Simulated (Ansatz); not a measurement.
## C2H3O2, SMILES [CH2]OC=O: a rigid scan of one bond angle, step by step

With Ansatz 0.2.0 through its Python package.

The cells in order, each with its output:

In [1]:
```python
import ansatz as az
from ase import Atoms

atoms = Atoms(["C", "O", "C", "O", "H", "H", "H"], positions=[
    [-0.6986, 0.868, -0.0686],
    [0.5224, 0.4883, 0.2476],
    [0.7225, -0.8479, 0.0799],
    [0.0524, -1.6973, -0.2993],
    [-1.4638, 0.1839, -0.4461],
    [-0.8981, 1.9866, 0.0498],
    [1.8244, -1.0497, 0.3911],
])
```

In [2]:
```python
first = (
    az.Crystal.molecule_from_ase(atoms).calculation()
    .basis(gaussian="6-31G*")
    .functional("r2scan", dispersion="d4")
    .spin("collinear", total=1)
    .relax(force_tolerance=0.02, max_steps=80)
)
atoms.positions = first.run().report["positions_ang"]

rows = []
for angle in [90, 100, 110, 120, 135, 150, 165, 179]:
    bent = atoms.copy()
    bent.set_angle(0, 1, 2, angle, indices=[2, 3, 6])
    setup = az.Crystal.molecule_from_ase(bent).calculation()
    setup = setup.basis(gaussian="6-31G*")
    setup = setup.functional("r2scan", dispersion="d4")
    setup = setup.spin("collinear", total=1)
    rows.append((angle, setup.run().report["free_energy_ev"]))
floor = min(e for _, e in rows)
for angle, e in rows:
    print(f"angle C0-O1-C2 = {angle:3d} deg   {1000 * (e - floor):9.1f} meV")
```
```text
angle C0-O1-C2 =  90 deg      2279.7 meV
angle C0-O1-C2 = 100 deg       622.4 meV
angle C0-O1-C2 = 110 deg        73.5 meV
angle C0-O1-C2 = 120 deg         0.0 meV
angle C0-O1-C2 = 135 deg       261.3 meV
angle C0-O1-C2 = 150 deg       674.4 meV
angle C0-O1-C2 = 165 deg      1042.9 meV
angle C0-O1-C2 = 179 deg      1222.6 meV
```

Reading the output:
- The scan is rigid, and the energies are electronic, in a modest basis. The zero is the lowest point of the grid, which needn't be the minimum.
- The species is open-shell (spin multiplicity 2).
- Timing: 50 s on 1 thread of Intel(R) Xeon(R) Platinum 8488C (Sapphire Rapids), on a shared host, peak memory 0.26 GiB.
